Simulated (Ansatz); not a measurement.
**C2H3NS: which of these isomers lies lowest?**

2 of its isomers, all singlets with charge 0: A = `NC1=CS1`; B = methyl thiocyanate `CSC#N`.

Shapes, held fixed at every level: PBE0-D4/def2-TZVP. Flexible molecules stand in one conformer, not always the lowest. Programs: Ansatz 0.2.0.

A:

```xyz
7

N    -0.4966    1.0598   -0.3879
C     0.0235   -0.1432   -0.0978
C     0.8218   -0.9100    0.5528
S    -0.1140   -1.7832   -0.8040
H    -1.3766    1.0607   -0.8751
H    -0.3838    1.7869    0.3002
H     1.5870   -1.1391    1.2661
```

B:

```xyz
7

C    -0.6051    0.7016   -0.2256
S     0.7449    0.3489    0.9261
C     1.1226   -1.2136    0.4390
N     1.4050   -2.2896    0.1259
H    -0.2491    0.6620   -1.2530
H    -0.9286    1.7151    0.0128
H    -1.4285    0.0076   -0.0709
```

Electronic energies in kJ/mol, without zero-point or thermal terms.

(1) From chemical knowledge, estimate the order of stability.

Results:

(1) B < A in rising energy, over a span of 187 kJ/mol, by CCSD(T)/CBS estimate. All levels agree on that. The B − A difference spans -212.8 to -130.6 kJ/mol over the levels. The CBS estimate extrapolates MP2 from def2-TZVPP and def2-QZVPP and adds CCSD(T) − MP2 in the triple-zeta set, cores frozen.

| level | kind | B − A |
| --- | --- | --- |
| HF/def2-SVP | Hartree–Fock | -212.8 |
| SPW92/def2-TZVPP | LDA | -130.6 |
| r2SCAN-D4/def2-TZVPP | meta-GGA | -176.3 |
| B2PLYP/def2-TZVPP | double hybrid | -194.4 |
| CCSD(T)/def2-SVP | coupled cluster or CI | -210.0 |
| CCSD/def2-SVP | coupled cluster or CI | -210.9 |
| CCSD/def2-TZVPP | coupled cluster or CI | -202.1 |
| CCSD(T)/CBS estimate | coupled cluster or CI | -186.9 |
